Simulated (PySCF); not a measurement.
# Solver options tried on PO⁺

Do solver options change the result for PO⁺, or only the number of cycles?

Computed with PySCF 2.14.0. Level: each script names its method and basis.

3 further runs of the same task are left out: 3 that didn't finish.

### Step 1. Starting geometry

PO⁺: 2 atoms, charge 1, spin multiplicity 1.

Bond lengths: P1–O2 1.589 Å.

### Step 2. The run that the others are compared with

The input, input.py:

```python
from pyscf import gto, scf
from pyscf.hessian import thermo

mol = gto.M(
    atom='P 0 0 0; O 0 0 1.589',
    basis='cc-pvdz',
    charge=1,
    spin=0,
    symmetry=True,
    verbose=4,
)
mf = scf.RHF(mol)
mf = mf.density_fit(auxbasis='def2-universal-jkfit')
mf.kernel()
hess = mf.Hessian().kernel()
print('wavenumber (cm^-1) =', thermo.harmonic_analysis(mol, hess)['freq_wavenumber'].round(1))
mf.dip_moment()
print('orbital energies (hartree):', mf.mo_energy[..., max(0, mol.nelec[1]-3):mol.nelec[0]+3].round(4))
```

The run is started by

```
OMP_NUM_THREADS=1 python input.py
```

Its log is not repeated here.

In short: E(SCF) = -415.225105 Eh, 10 cycles, wavenumbers 914 cm⁻¹.

The bond length is a typed value, not an optimised one, so the wavenumber is not that of the minimum. The dipole of an ion depends on the origin.

### Step 3. Smearing width 0.001 hartree

Variant 1 changes smearing width: none → 0.001 hartree; step after the SCF: frequency → none.

The input, input.py:

```python
from pyscf import gto, scf

mol = gto.M(
    atom='P 0 0 0; O 0 0 1.589',
    basis='cc-pvdz',
    charge=1,
    spin=0,
    symmetry=True,
    verbose=4,
)
mf = scf.RHF(mol)
mf = mf.density_fit(auxbasis='def2-universal-jkfit')
mf = scf.addons.smearing_(mf, sigma=0.001, method='fermi')
mf.kernel()
mf.dip_moment()
print('orbital energies (hartree):', mf.mo_energy[..., max(0, mol.nelec[1]-3):mol.nelec[0]+3].round(4))
```

The run is started by

```
OMP_NUM_THREADS=1 python input.py
```

### Step 4. Initial guess huckel

Variant 2 changes initial guess: minao → huckel.

Edit input.py of step 2 so:

```diff
@@ -13,2 +13,3 @@
 mf = mf.density_fit(auxbasis='def2-universal-jkfit')
+mf.init_guess = 'huckel'
 mf.kernel()
```

### Step 5. Convergence threshold 1e-11 hartree

Variant 3 changes convergence threshold: default → 1e-11 hartree.

Edit input.py of step 2 so:

```diff
@@ -13,2 +13,3 @@
 mf = mf.density_fit(auxbasis='def2-universal-jkfit')
+mf.conv_tol = 1e-11
 mf.kernel()
```

### Step 6. DIIS space 2

Variant 4 changes DIIS space: default → 2.

Edit input.py of step 2 so:

```diff
@@ -13,2 +13,3 @@
 mf = mf.density_fit(auxbasis='def2-universal-jkfit')
+mf.diis_space = 2
 mf.kernel()
```

### Step 7. Second-order solver on

Variant 5 changes second-order solver: off → on.

Edit input.py of step 2 so:

```diff
@@ -13,2 +13,3 @@
 mf = mf.density_fit(auxbasis='def2-universal-jkfit')
+mf = mf.newton()
 mf.kernel()
```

What does the calculation give? Wanted: for each run, E(SCF); from base; gap; after the SCF.

The runs gave:

```tsv
run	E(SCF) (hartree)	from base (eV)	cycles	gap (eV)	after the SCF
base	-415.225105	0	10	13.79	highest mode 914 cm⁻¹
smearing width 0.001 hartree	-415.225105	0.0000	10	n/a	n/a
initial guess huckel	-415.225105	0.0000	10	13.79	highest mode 914 cm⁻¹
convergence threshold 1e-11 hartree	-415.225105	0.0000	11	13.79	highest mode 914 cm⁻¹
DIIS space 2	-415.225105	0.0000	13	13.79	highest mode 914 cm⁻¹
second-order solver on	-415.225105	0.0000	5 macro	13.79	highest mode 914 cm⁻¹
```

Distance from each run's final energy (log10 hartree) by cycle:

```tsv
run	cycle 1	cycle 2	cycle 3	cycle 5	cycle 8	cycle 12
base	-0.8	-0.5	-3.0	-5.5	-8.3	done
smearing width 0.001 hartree	-0.8	-0.5	-3.0	-5.5	-8.3	done
initial guess huckel	0.1	0.2	-1.5	-4.3	-7.4	done
convergence threshold 1e-11 hartree	-0.8	-0.5	-3.0	-5.5	-8.3	done
DIIS space 2	-0.8	-0.5	-3.0	-5.1	-7.1	-9.1
second-order solver on	-1.6	-2.8	-7.6	< -11	done	done
```

In words: With smearing width 0.001 hartree or initial guess huckel or convergence threshold 1e-11 hartree or DIIS space 2 or second-order solver on the SCF ends at the base energy. The base needs 10 cycles and the run with DIIS space 2 needs 13.
